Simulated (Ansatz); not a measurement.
Born–Oppenheimer molecular dynamics of C₂H₇N₃O (13 atoms, charge 0, multiplicity 1). It starts at the highest image of a converged band. Of that band: Neighbouring images differ by up to 1.6 eV, so the band resolves the path poorly. A vibrational analysis at the climbing image gives one clearly imaginary mode, 1951i cm⁻¹: a first-order saddle point.

Theory: RKS B3LYP-D4/def2-SVP in Ansatz 0.2.0.

```
ensemble                      : NVE (velocity Verlet)
time step                     : 0.5 fs
steps asked                   : 200
starting velocities drawn for : 300 K
seed                          : 8138
```

First frame:

```xyz
13
Properties=species:S:1:pos:R:3
C -0.629 -1.339 -1.661
N -0.197 -1.116 -0.439
C 0.088 0.210 0.205
N -0.714 0.422 1.382
N 1.467 0.188 0.601
O -0.249 1.186 -0.748
H -0.829 -0.446 -2.300
H 0.006 -2.200 -0.873
H -1.687 0.187 1.185
H -0.391 -0.195 2.126
H 1.712 1.090 1.009
H 2.059 0.046 -0.217
H -0.617 1.931 -0.254
```

(1) How far do the bonds stretch over the last three quarters of this one trajectory? (Pairs bonded in most of those frames.)

Results:

(1) 
```json
{"bond": "C1–N2", "mean (Å)": "1.282", "spread (Å)": "0.071", "shortest": "1.15", "longest": "1.41"}
{"bond": "C1–H7", "mean (Å)": "1.199", "spread (Å)": "0.153", "shortest": "0.93", "longest": "1.47"}
{"bond": "C1–H8", "mean (Å)": "1.195", "spread (Å)": "0.163", "shortest": "0.92", "longest": "1.42"}
{"bond": "N2–C3", "mean (Å)": "1.491", "spread (Å)": "0.055", "shortest": "1.39", "longest": "1.60"}
{"bond": "C3–N4", "mean (Å)": "1.442", "spread (Å)": "0.044", "shortest": "1.34", "longest": "1.53"}
{"bond": "C3–N5", "mean (Å)": "1.444", "spread (Å)": "0.040", "shortest": "1.37", "longest": "1.52"}
{"bond": "C3–O6", "mean (Å)": "1.432", "spread (Å)": "0.034", "shortest": "1.37", "longest": "1.50"}
{"bond": "N4–H9", "mean (Å)": "1.024", "spread (Å)": "0.029", "shortest": "0.98", "longest": "1.07"}
{"bond": "N4–H10", "mean (Å)": "1.021", "spread (Å)": "0.014", "shortest": "0.99", "longest": "1.05"}
{"bond": "N5–H11", "mean (Å)": "1.021", "spread (Å)": "0.014", "shortest": "1.00", "longest": "1.05"}
{"bond": "N5–H12", "mean (Å)": "1.022", "spread (Å)": "0.024", "shortest": "0.98", "longest": "1.06"}
{"bond": "O6–H13", "mean (Å)": "0.969", "spread (Å)": "0.008", "shortest": "0.95", "longest": "0.99"}
```

Mean temperature of the second half: 1325 K. The conserved energy stayed within 1.3 meV per atom of its start (net change -0.77 meV per atom), so the integration is sound. The system heated up, since it started high on the potential surface and ran downhill. A run of 0.1 ps of so small a system gives no equilibrium averages. The orbitals stay closed-shell, which can raise the energy where a bond breaks towards radicals; this wasn't checked here.

The run took 6.1 min on 2 threads of Intel(R) Xeon(R) 6975P-C (Granite Rapids), with other jobs on the host, peak memory 0.3 GiB.
